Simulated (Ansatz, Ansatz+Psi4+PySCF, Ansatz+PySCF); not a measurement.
```yaml
atoms:
  - { symbol: Li, position_ang: [0.0000, 0.0000, 0.4100] }
  - { symbol: H, position_ang: [0.0000, 0.0000, -1.2300] }
```

Basis set: cc-pVTZ on H; cc-pCVTZ on Li (spherical functions). All electrons are correlated. Charge 0, multiplicity 1.

Computed with Ansatz (development build ahead of 0.2.0); each method stands on the lowest determinant of its kind that the runs found. Restricted open shells among the atoms or ions are ROHF, correlated in semicanonical orbitals with singles.

The atomization energy at this shape (free ground-state atoms in the same class of orbitals less the molecule, no zero-point energy) of singlet LiH:

```csv
method,atomization energy
RHF-CCSD(T),2.45 eV
UHF,1.47 eV
```

(1) What does RHF-MP2 give?

Answers

(1) 2.23 eV.
